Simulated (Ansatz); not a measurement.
Two shapes of triplet C2H4.

Shape 1:

```xyz
6

C     0.0261    0.0086   -0.6816
C     0.0386   -0.0100    0.7535
H    -0.0206   -0.9539   -1.2624
H    -0.0159    0.9232   -1.2561
H    -0.9154   -0.0433    1.2846
H     0.9649   -0.0379    1.2993
```

Shape 2:

```xyz
6

C     0.0000    0.0000   -0.6655
C     0.0000    0.0000    0.6655
H     0.0000   -0.8579   -1.1984
H     0.0000    0.8579   -1.1984
H    -0.8579    0.0000    1.1984
H     0.8579    0.0000    1.1984
```

Basis set: 6-31G* (spherical functions). Left uncorrelated: 2 orbitals. Charge 0, multiplicity 3.

Computed with Ansatz (development build ahead of 0.2.0); each method stands on the lowest determinant of its kind that the runs found.

Problem. Which shape is lower in energy, and by how much in each method?

Solution.

| method | E(2) − E(1) (eV) |
| --- | --- |
| UHF | 0.769 |
| UHF-MP2 | 0.827 |

Shape 1 is lower. Caution: another spin multiplicity may lie lower.
